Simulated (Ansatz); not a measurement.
**C2HSi (doublet): the correlation ladder, def2-TZVPP**

One table from this session's results is given with a row withheld; the runs are named, their logs left out.

The runs use Ansatz 0.2.0, Gaussian basis; def2-TZVPP, core rule «outside noble gas», up to 7 orbitals frozen.

To be run: UHF; ROHF; CCSD(T) on UHF.

2 further runs of the same task are left out: 2 set aside as unsound or not needed.

## What is computed

The geometry is a PBE0/def2-TZVP stationary point (not a proven minimum).

4 atoms, charge 0, spin multiplicity 2.

Atoms are counted from 1 here; the program's logs count them from 0.

Bond lengths: C1–C2 1.277 Å, C2–Si3 1.694 Å, Si3–H4 1.502 Å. Angles: C1–C2–Si3 166.4°, C2–Si3–H4 118.3°.

The first run:

in.yaml

```yaml
crystal:
  periodic: [false, false, false]
  atoms:
    - {symbol: C, position_ang: [0.000000, 0.010293, 1.919554]}
    - {symbol: C, position_ang: [0.000000, 0.134643, 0.648509]}
    - {symbol: Si, position_ang: [0.000000, -0.101792, -1.029371]}
    - {symbol: H, position_ang: [0.000000, 1.109295, -1.918604]}
basis:
  gaussian: {orbitals: def2-TZVPP}
magnetization: {spin_polarized: true, initial_magnetization: 1}
hamiltonian: {xc: hf}
output: {orbitals: {seedname: orbitals}}
```

Run with:

```console
$ ansatz run in.yaml --threads 1 --pin off --events-out ev --progress --plain --max-ram 2560MiB --backend cpu
```

Among the steps run: UHF; ROHF; CCSD(T) on UHF.

One table of the session follows, with a row left open; its other results are not shown here.

| method | from UCCSD(T) (meV) |
| --- | --- |
| ROHF | +11421.8 |
| UHF | +11265.6 |
| UMP2 | ? |
| UCCSD | +722.5 |
| UCCSD(T) | 0 |

Q: Estimate the row for UMP2 from the others.

As computed: from UCCSD(T) (meV): +1422.7. In the column «from UCCSD(T) (meV)» it lies between UCCSD (+722.5) and UHF (+11265.6).

With the free atoms at the same levels and basis (separate runs), the atomisation energy is 13.868 eV at UCCSD(T), 9.742 eV at ROHF.
